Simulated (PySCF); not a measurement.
How good is the calculation?

Geometry (Å), atoms numbered from 1 in this order:
```xyz
10

C     0.777    0.857   -0.256
C    -0.584    0.819   -0.061
C    -1.176   -0.437   -0.026
N    -0.504   -1.571   -0.169
N     0.801   -1.534   -0.357
C     1.423   -0.364   -0.401
H     1.330    1.788   -0.298
H    -1.176    1.717    0.062
H    -2.244   -0.553    0.125
H     2.495   -0.420   -0.559
```

Measured values that the calculation should reproduce: δ ¹⁵N N4/N5 35.3 ppm (measured; solution, cyclohexane; M. Witanowski et al., J. Magn. Reson. 124 (1997) 127). Coupling constants: ³J(H10,H7) 5.0 Hz, ⁴J(H10,H8) 1.9 Hz, ⁵J(H10,H9) 1.4 Hz, ³J(H7,H8) 8.2 Hz.

How the numbers were obtained: geometry: PBE0-D3(BJ)/def2-TZVP, GIAO B97-2/pcSseg-2 shieldings, B3LYP/pcJ-2 coupling constants, in PySCF 2.14 (gas phase, a single conformation, no relativistic terms, equivalent nuclei averaged).

**Question.** What does the calculation give, and how does it compare?

**Answer.** 
Reference values: measured (solution, cyclohexane; M. Witanowski et al., J. Magn. Reson. 124 (1997) 127).
```
atoms                     quantity  reference  computed  computed, scaled
N4/N5  δ ¹⁵N vs neat liquid CH3NO2       35.3         –              40.7
```

Computed shifts are σ(ref) − σ with the named reference compound (TMS for H and C) calculated as an isolated molecule at the same level. The measured values may be among those fitted. Shieldings were converted by a linear fit to measured shifts: ¹⁵N: δ = -149.60 − 0.918σ (rms 6.4 ppm, 43 shifts vs CH3NO2, solution or neat liquid). A few per cent of atoms miss by over 2 rms, more outside the fitted compound classes.

Coupling constants in Hz:
```tsv
coupling	reference	computed	source
³J(H10,H7)	5.0	6.2	measured; liquid or solution (compiled); DeVience et al., arXiv:2103.01289 (literature column, mostly SDBS)
⁴J(H10,H8)	1.9	2.1	measured; liquid or solution (compiled); DeVience et al., arXiv:2103.01289 (literature column, mostly SDBS)
⁵J(H10,H9)	1.4	1.5	measured; liquid or solution (compiled); DeVience et al., arXiv:2103.01289 (literature column, mostly SDBS)
³J(H7,H8)	8.2	9.6	measured; liquid or solution (compiled); DeVience et al., arXiv:2103.01289 (literature column, mostly SDBS)
```

5 of the 7 published NMR values on file for this molecule are compared. The rest: values whose atom or origin is in doubt.
